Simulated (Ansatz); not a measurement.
System: PH3 (charge +1, doublet). 
Structure (B3LYP-D3(BJ)/def2-TZVP (Ansatz, a program for electronic structure) minimum search):
```xyz
4

P      0.0003     0.0005     0.0631
H     -0.0303     1.3480    -0.3258
H      1.1823    -0.6530    -0.3165
H     -1.1569    -0.7025    -0.3040
```
Charge +1, spin multiplicity 2.

Basis-set convergence of Hartree-Fock and CCSD(T) correlation energies (hartree) with Ansatz. Valence correlation only, unless marked. Open shells are spin-unrestricted. Spin-orbit coupling is left out. Non-relativistic.

```
basis            functions       E(HF)  E(corr, CCSD(T))
---------------  ---------  ----------  ----------------
aug-cc-pV(D+d)Z         59  -342.16241          -0.13728
aug-cc-pV(T+d)Z        124         ___               ___
```

Question: Some entries are withheld; supply them.

Answer: 
- aug-cc-pV(T+d)Z, E(HF): -342.17619
- aug-cc-pV(T+d)Z, E(corr, CCSD(T)): -0.16278
